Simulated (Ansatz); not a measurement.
A nudged elastic band was laid between two geometries of CH3 + H5NSi (11 atoms, charge 0, multiplicity 2).

The calculation used UKS PBE-D4/def2-mTZVP in Ansatz.

```json
{
 "movable images": "5",
 "climbing image": "yes",
 "spring": "5.0 eV/Å²",
 "optimiser": "quadratic models (default)",
 "start path": "through a guess of the saddle point",
 "force threshold": "0.05 eV/Å",
 "iteration limit": "60",
 "end points": "relaxed"
}
```

Initial state:

```xyz
11
Properties=species:S:1:pos:R:3
H -0.060 -0.127 -0.841
N 0.745 0.507 -0.863
Si 1.170 1.316 0.620
C -1.774 -1.623 -0.181
H 1.492 0.092 -1.419
H -0.077 1.948 1.158
H 2.188 2.366 0.302
H 1.746 0.468 1.727
H -2.346 -1.329 -1.058
H -1.173 -2.529 -0.203
H -1.911 -1.089 0.758
```

Final state:

```xyz
11
Properties=species:S:1:pos:R:3
H -0.991 -0.566 -0.899
N 1.021 0.731 -1.035
Si 1.206 1.314 0.624
C -1.534 -1.323 -0.316
H 1.648 -0.059 -1.266
H -0.103 1.872 1.077
H 2.203 2.440 0.549
H 1.703 0.316 1.634
H -2.463 -1.582 -0.839
H -0.915 -2.223 -0.204
H -1.775 -0.919 0.675
```

Q: Which bonds break or form, and what moves?

A: Bonds broken: H1–N2. Bonds formed: H1–C4. CH3 + H5NSi becomes CH4 + H4NSi.

Q: Give the energies along the band, and the barrier.

A: It converged. The highest image is number 3 of 0 to 6, 0.38 eV above the first end and 0.27 eV above the last; the last end lies 0.11 eV above the first. A vibrational analysis at the climbing image gives one clearly imaginary mode, 1311i cm⁻¹: a first-order saddle point.

```csv
image,path coordinate (Å),energy (eV),H1–N2 (Å),H1–C4 (Å)
0,0.00,0.00,1.03,2.37
1,0.58,0.00,1.03,2.37
2,1.16,0.04,1.03,2.02
3,1.75,0.38,1.30,1.32
4,2.28,0.16,1.87,1.11
5,2.82,0.11,2.26,1.10
6,3.36,0.11,2.40,1.10
```

Q: What is the geometry of the highest image?

A: 
```xyz
11
Properties=species:S:1:pos:R:3:forces:R:3
H -0.504 -0.311 -0.651 -0.01 0.00 0.00
N 0.476 0.499 -0.903 0.01 0.01 0.01
Si 1.073 1.195 0.605 -0.01 0.00 0.00
C -1.339 -1.250 -0.261 0.01 0.00 0.00
H 1.153 -0.126 -1.364 -0.01 0.00 -0.01
H -0.086 1.850 1.285 0.00 0.00 0.00
H 2.099 2.230 0.250 0.00 0.00 0.00
H 1.712 0.247 1.586 0.01 0.00 0.00
H -1.951 -1.419 -1.153 0.00 0.00 0.00
H -0.746 -2.119 0.037 0.00 0.00 0.00
H -1.889 -0.795 0.568 0.00 0.00 0.00
```

Q: What are the harmonic wavenumbers there?

A: 1311i, 28, 95, 114, 390, 487, 526, 587, 662, 720, 821, 891, 923, 939, 970, 1137, 1244, 1392, 1406, 1449, 2111, 2144, 2180, 3002, 3131, 3135, 3381 cm⁻¹.

Run time: 100 s on 2 threads of Arm Neoverse V1, with other jobs on the host, peak memory 0.17 GiB.
